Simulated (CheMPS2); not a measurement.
# H2S2 (SMILES SS), step by step, part 2 of 3

CheMPS2 1.8.12. Earlier steps stand in the parts before.

### 3 The energy at DMRG/STO-6G (ground state) (run 3)

File integrals.py:

```python
from pyscf import ao2mo, gto, mcscf, scf
from pyscf.tools import fcidump

geom = """
S      0.766910    -0.797130     0.143430
S      0.033670     1.111880     0.078440
H     -0.206390    -1.349250     0.881770
H     -0.594200     1.034510    -1.103650
"""
mol = gto.M(
    atom=geom,
    basis="sto-6g",
    spin=0,
    verbose=4,
    max_memory=2000,
)
print("basis functions = %d" % (mol.nao))
mf = scf.RHF(mol)
mf.conv_tol = 1e-10
mf.max_cycle = 200
mf.kernel()
if not mf.converged:
    mf = mf.newton().run(mf.mo_coeff, mf.mo_occ)
print(f"reference energy = {mf.e_tot:.10f}")
# FCIDUMP for the DMRG program
cas = mcscf.CASCI(mf, 10, 14)
h1, ecore = cas.get_h1eff()
fcidump.from_integrals("FCIDUMP", h1, cas.get_h2eff(), 10, 14, nuc=ecore, ms=0)
```

File dmrg.input:

```
FCIDUMP = FCIDUMP
GROUP = 0
MULTIPLICITY = 1
NELECTRONS = 14
IRREP = 0
EXCITATION = 0
SWEEP_STATES = 10, 20, 20
SWEEP_ENERGY_CONV = 1e-05, 1e-05, 1e-07
SWEEP_MAX_SWEEPS = 3, 4, 6
SWEEP_NOISE_PREFAC = 0.05, 0.005, 0.0
SWEEP_DVDSON_RTOL = 1e-04, 1e-04, 1e-05
NOCC = 0
NACT = 10
NVIR = 0
MOLCAS_FIEDLER = TRUE
PRINT_CORR = TRUE
TMP_FOLDER = .
```

Launch:

```bash
$ python integrals.py && chemps2 --file=dmrg.input
```

Standard output:

```text
$ python integrals.py

[INPUT] verbose = 4
[INPUT] num. atoms = 4
[INPUT] num. electrons = 34
[INPUT] charge = 0
[INPUT] spin (= nelec alpha-beta = 2S) = 0
[INPUT] symmetry False subgroup None
[INPUT] Mole.unit = angstrom
[INPUT] Symbol           X                Y                Z      unit          X                Y                Z       unit  Magmom
[INPUT]  1 S      0.766910000000  -0.797130000000   0.143430000000 AA    1.449249862190  -1.506357385675   0.271043418046 Bohr   0.0
[INPUT]  2 S      0.033670000000   1.111880000000   0.078440000000 AA    0.063627078614   2.101148683381   0.148230117211 Bohr   0.0
[INPUT]  3 H     -0.206390000000  -1.349250000000   0.881770000000 AA   -0.390020574849  -2.549712973569   1.666303804858 Bohr   0.0
[INPUT]  4 H     -0.594200000000   1.034510000000  -1.103650000000 AA   -1.122875263217   1.954940573124  -2.085596237376 Bohr   0.0

nuclear repulsion = 85.5234652415206
number of shells = 12
number of NR pGTOs = 120
number of NR cGTOs = 20
basis = sto-6g
ecp = {}
CPU time:         0.41
basis functions = 20

******** <class 'pyscf.scf.hf.RHF'> ********
method = RHF
initial guess = minao
damping factor = 0
level_shift factor = 0
DIIS = <class 'pyscf.scf.diis.CDIIS'>
diis_start_cycle = 1
diis_space = 8
diis_damp = 0
SCF conv_tol = 1e-10
SCF conv_tol_grad = None
SCF max_cycles = 200
direct_scf = True
direct_scf_tol = 1e-13
chkfile to save SCF result = tmp3sxl54zo
max_memory 2000 MB (current use 104 MB)
Set gradient conv threshold to 1e-05
Initial guess from minao.
init E= -793.142905849298
  HOMO = -0.239330456434386  LUMO = 0.128564047209386  gap/eV = 10.01092
cycle= 1 E= -793.459223134932  delta_E= -0.316  |g|= 0.208  |ddm|= 2.57
  HOMO = -0.246253819955576  LUMO = 0.371767555735101  gap/eV = 16.81722
cycle= 2 E= -793.48082921143  delta_E= -0.0216  |g|= 0.0234  |ddm|= 0.416
  HOMO = -0.272958687177199  LUMO = 0.340546249621927  gap/eV = 16.69432
cycle= 3 E= -793.481137562795  delta_E= -0.000308  |g|= 0.00393  |ddm|= 0.048
  HOMO = -0.272555883476477  LUMO = 0.341131931001353  gap/eV = 16.69930
cycle= 4 E= -793.481148013548  delta_E= -1.05e-05  |g|= 0.000527  |ddm|= 0.0106
  HOMO = -0.272462136558461  LUMO = 0.341277666658439  gap/eV = 16.70071
cycle= 5 E= -793.481148291977  delta_E= -2.78e-07  |g|= 0.000135  |ddm|= 0.00195
  HOMO = -0.272473604285892  LUMO = 0.341270361672543  gap/eV = 16.70082
cycle= 6 E= -793.481148315967  delta_E= -2.4e-08  |g|= 2.86e-05  |ddm|= 0.00069
  HOMO = -0.272472242602989  LUMO = 0.341270619931883  gap/eV = 16.70079
cycle= 7 E= -793.481148317257  delta_E= -1.29e-09  |g|= 4.69e-06  |ddm|= 0.000186
  HOMO = -0.272472244295627  LUMO = 0.3412705937593  gap/eV = 16.70079
cycle= 8 E= -793.481148317286  delta_E= -2.93e-11  |g|= 8.14e-07  |ddm|= 2.69e-05
  HOMO = -0.272472274087036  LUMO = 0.341270565497887  gap/eV = 16.70079
Extra cycle  E= -793.481148317288  delta_E= -1.59e-12  |g|= 3.55e-07  |ddm|= 2.47e-06
converged SCF energy = -793.481148317288
reference energy = -793.4811483173

$ chemps2 --file=dmrg.input

Running chemps2 version 1.8.12 () with the following options:

   FCIDUMP            = FCIDUMP
   GROUP              = c1
   MULTIPLICITY       = 1
   NELECTRONS         = 14
   IRREP              = A
   EXCITATION         = 0
   SWEEP_STATES       = [ 10 ; 20 ; 20 ]
   SWEEP_ENERGY_CONV  = [ 1e-05 ; 1e-05 ; 1e-07 ]
   SWEEP_MAX_SWEEPS   = [ 3 ; 4 ; 6 ]
   SWEEP_NOISE_PREFAC = [ 0.05 ; 0.005 ; 0 ]
   SWEEP_DVDSON_RTOL  = [ 0.0001 ; 0.0001 ; 1e-05 ]
   NOCC               = [ 0 ]
   NACT               = [ 10 ]
   NVIR               = [ 0 ]
   MOLCAS_2RDM        =
   MOLCAS_3RDM        =
   MOLCAS_F4RDM       =
   MOLCAS_FOCK        =
   MOLCAS_FIEDLER     = TRUE
   MOLCAS_MPS         = FALSE
   MOLCAS_STATE_AVG   = FALSE
   PRINT_CORR         = TRUE
   TMP_FOLDER         = .

CheMPS2::Hamiltonian : Reading FCIDUMP file FCIDUMP
CheMPS2::Hamiltonian : Finished reading FCIDUMP file FCIDUMP
   EdmistonRuedenberg::FiedlerGlobal : Cost function at start = 70.4438353781779
   EdmistonRuedenberg::FiedlerGlobal : Cost function at end   = 47.7666616360288
   EdmistonRuedenberg::FiedlerGlobal : Reordering = [ 7, 4, 6, 5, 0, 1, 3, 2, 9, 8 ].

   CheMPS2: a spin-adapted implementation of DMRG for ab initio quantum chemistry

   Stats: nIt(DAVIDSON) = 16
Energy at sites (8, 9) is -791.656906016793
   Stats: nIt(DAVIDSON) = 16
Energy at sites (7, 8) is -792.494926247253
   Stats: nIt(DAVIDSON) = 9
Energy at sites (6, 7) is -792.554045368016
   Stats: nIt(DAVIDSON) = 12
Energy at sites (5, 6) is -792.859869519202
   Stats: nIt(DAVIDSON) = 10
Energy at sites (4, 5) is -793.073577247435
   Stats: nIt(DAVIDSON) = 9
Energy at sites (3, 4) is -793.087837882658
   Stats: nIt(DAVIDSON) = 12
Energy at sites (2, 3) is -793.521316996972
   Stats: nIt(DAVIDSON) = 4
Energy at sites (1, 2) is -793.52082810236
******************************************************************
***  Information on left sweep 0 of instruction 0:
***     Elapsed wall time        = 0.364382 seconds
***     Minimum energy           = -793.521316996972
***     Maximum discarded weight = 0
[... 20 lines left out ...]
***     Minimum energy           = -793.540832358216
***     Maximum discarded weight = 0.000374200568763849
[... 6 lines left out ...]
***     Minimum energy           = -793.541812249032
***     Maximum discarded weight = 0.000433233205123393
[... 5 lines left out ...]
***     Minimum energy           = -793.542036684915
***     Maximum discarded weight = 0.000311509929788666
[... 6 lines left out ...]
***     Minimum energy           = -793.542034931955
***     Maximum discarded weight = 0.000295972822967139
[... 5 lines left out ...]
***     Minimum energy           = -793.542034505901
***     Maximum discarded weight = 0.000295440914735935
[... 7 lines left out ...]
***     Maximum discarded weight during the last sweep     = 0.000295440914735935
[... 5 lines left out ...]
***     Minimum energy           = -793.542748078484
***     Maximum discarded weight = 7.62134190608266e-06
[... 5 lines left out ...]
***     Minimum energy           = -793.544913403878
***     Maximum discarded weight = 3.25605923789784e-05
[... 6 lines left out ...]
***     Minimum energy           = -793.545069736903
***     Maximum discarded weight = 2.7387193766565e-05
[... 5 lines left out ...]
***     Minimum energy           = -793.545166301469
***     Maximum discarded weight = 3.52081646713711e-05
[... 6 lines left out ...]
***     Minimum energy           = -793.545167973863
***     Maximum discarded weight = 3.55054155301916e-05
[... 5 lines left out ...]
***     Minimum energy           = -793.545168971167
***     Maximum discarded weight = 3.55796598634855e-05
[... 7 lines left out ...]
***     Maximum discarded weight during the last sweep     = 3.55796598634855e-05
[... 5 lines left out ...]
***     Minimum energy           = -793.545177129225
***     Maximum discarded weight = 3.90791323462455e-05
[... 5 lines left out ...]
***     Minimum energy           = -793.54739403639
***     Maximum discarded weight = 4.39369306877967e-05
[... 6 lines left out ...]
***     Minimum energy           = -793.549521202884
***     Maximum discarded weight = 4.39405488356592e-05
[... 5 lines left out ...]
***     Minimum energy           = -793.549647826133
***     Maximum discarded weight = 4.3258107972191e-05
***     Energy difference with respect to previous leftright sweep = 0.00224996792451293
******************************************************************
[... 8 site updates ...]
******************************************************************
***  Information on left sweep 2 of instruction 2:
***     Elapsed wall time        = 0.149488 seconds
***     Minimum energy           = -793.549649322332
***     Maximum discarded weight = 4.33334117931047e-05
******************************************************************
[... 8 site updates ...]
******************************************************************
***  Information on right sweep 2 of instruction 2:
***     Elapsed wall time        = 0.154362 seconds
***     Minimum energy           = -793.5496496628
***     Maximum discarded weight = 4.3274234995297e-05
***     Energy difference with respect to previous leftright sweep = 4.34207890975813e-07
******************************************************************
[... 8 site updates ...]
******************************************************************
***  Information on left sweep 3 of instruction 2:
***     Elapsed wall time        = 0.148998 seconds
***     Minimum energy           = -793.549649664875
***     Maximum discarded weight = 4.32755872881749e-05
******************************************************************
[... 8 site updates ...]
******************************************************************
***  Information on right sweep 3 of instruction 2:
***     Elapsed wall time        = 0.154634 seconds
***     Minimum energy           = -793.549649666484
***     Maximum discarded weight = 4.32709869984917e-05
***     Energy difference with respect to previous leftright sweep = 6.17706064076629e-09
******************************************************************
***  Information on completed instruction 2:
***     The reduced virtual dimension DSU(2)               = 20
***     The total number of reduced MPS variables          = 1025
***     Minimum energy encountered during all instructions = -793.549649666484
***     Minimum energy encountered during the last sweep   = -793.549649666484
***     Maximum discarded weight during the last sweep     = 4.32709869984917e-05
******************************************************************
********************************************
***  2-RDM and Correlations calculation  ***
********************************************
   N(N-1)                     = 182
   Double trace of DMRG 2-RDM = 182
   Econst + 0.5 * trace(2DM-A * Ham) = -793.549542148879
   NOON of irrep A = [ 1.99826668246881 , 1.9977210368654 , 1.99726935361935 , 1.9958520256736 , 1.9703498159904 , 1.96940710676943 , 1.95991676608069 , 0.0456566490027971 , 0.0329216705880167 , 0.0326388929415015 ].
   Single-orbital entropies (Hamiltonian index order is used!) = [ 0.0346178221890041 , 0.0552471514516703 , 0.140426574820681 , 0.105082209823958 , 0.114168887233772 , 0.065353480257655 , 0.0380483413168301 , 0.135670260465977 , 0.145113201846212 , 0.146521073722543 ].
   Idistance(0) = 0.868262856225296
   Idistance(1) = 2.2992521868694
   Idistance(2) = 9.45169111304875
***************************************************
***  Timing information 2-RDM and Correlations  ***
***************************************************
***     Elapsed wall time        = 0.054114 seconds
***************************************************
--------------------------------------------------------
Spin correlation function = 4 * ( < S_i^z S_j^z > - < S_i^z > * < S_j^z > )
Hamiltonian index order is used!

   Columns 1 to 8

    0.004018   -0.000836   -0.000982   -0.000433   -0.001299   -0.000240   -0.000056   -0.000013
   -0.000836    0.006768   -0.002233   -0.001603   -0.000915   -0.000551   -0.000375    0.000063
   -0.000982   -0.002233    0.018386   -0.007229   -0.003417   -0.002128   -0.001699   -0.000287
[... 6 lines of this table left out ...]
   -0.000077   -0.000117   -0.000298   -0.000157   -0.000091   -0.000409   -0.000182   -0.001702

   Columns 9 to 10

   -0.000082   -0.000077
   -0.000202   -0.000117
   -0.000114   -0.000298
[... 6 lines of this table left out ...]
   -0.014693    0.017726

--------------------------------------------------------
Spin-flip correlation function = < S_i^+ S_j^- > + < S_i^- S_j^+ >
Hamiltonian index order is used!

   Columns 1 to 8

    0.004018   -0.000836   -0.000982   -0.000433   -0.001299   -0.000240   -0.000056   -0.000013
   -0.000836    0.006768   -0.002233   -0.001603   -0.000915   -0.000551   -0.000375    0.000063
   -0.000982   -0.002233    0.018386   -0.007229   -0.003417   -0.002128   -0.001699   -0.000287
[... 6 lines of this table left out ...]
   -0.000077   -0.000117   -0.000298   -0.000157   -0.000091   -0.000409   -0.000182   -0.001702

   Columns 9 to 10

   -0.000082   -0.000077
   -0.000202   -0.000117
   -0.000114   -0.000298
[... 6 lines of this table left out ...]
   -0.014693    0.017726

--------------------------------------------------------
Density correlation function = < n_i n_j > - < n_i > * < n_j >
Hamiltonian index order is used!

   Columns 1 to 8

    0.006720    0.000810    0.001006    0.000407    0.001203    0.000234    0.000056   -0.004888
    0.000810    0.011922    0.002225    0.001476    0.000859    0.000519    0.000337   -0.003507
    0.001006    0.002225    0.041027    0.007236    0.003771    0.002029    0.001686   -0.013539
[... 6 lines of this table left out ...]
   -0.002454   -0.007472   -0.022809   -0.018919   -0.002572   -0.005765   -0.004579    0.002521

   Columns 9 to 10

   -0.003092   -0.002454
   -0.007170   -0.007472
   -0.022632   -0.022809
[... 6 lines of this table left out ...]
    0.014477    0.047571

--------------------------------------------------------
Singlet diradical correlation function = < d_i,up d_j,down > + < d_i,down d_j,up > - < d_i,up > * < d_j,down > - < d_i,down > * < d_j,up >
Hamiltonian index order is used!

   Columns 1 to 8

   -0.000008    0.000828    0.000991    0.000424    0.001284    0.000246    0.000062    0.000531
    0.000828   -0.000023    0.002224    0.001570    0.000905    0.000545    0.000365    0.000657
    0.000991    0.002224   -0.000169    0.007164    0.003554    0.002082    0.001695    0.000589
[... 6 lines of this table left out ...]
    0.000702    0.002324    0.005678    0.005163    0.001056    0.001574    0.001237    0.002143

   Columns 9 to 10

    0.001008    0.000702
    0.001803    0.002324
    0.005561    0.005678
[... 6 lines of this table left out ...]
    0.014567   -0.000157

--------------------------------------------------------
Two-orbital mutual information = 0.5 * ( s1(i) + s1(j) - s2(i,j) ) * ( 1 - delta(i,j) )
Hamiltonian index order is used!

   Columns 1 to 8

    0           0.002168    0.002911    0.000932    0.004808    0.002592    0.000601    0.005350
    0.002168    0           0.005366    0.007082    0.002155    0.001659    0.002159    0.004606
    0.002911    0.005366    0           0.018629    0.010152    0.008337    0.004358    0.009457
[... 6 lines of this table left out ...]
    0.002735    0.011161    0.033373    0.030371    0.002576    0.007056    0.006212    0.004590

   Columns 9 to 10

    0.003889    0.002735
    0.009470    0.011161
    0.032868    0.033373
[... 4 lines of this table left out ...]
    0.003815    0.004590
    0           0.045995
    0.045995    0

--------------------------------------------------------
```

Wall time 3.6 s (1 thread of Arm Neoverse V2, shared host); peak memory 0.1 GiB.

Runs 4 to 13 aren't shown in full; the table further down has their settings and results.

(Part 2 of 3 ends here.)
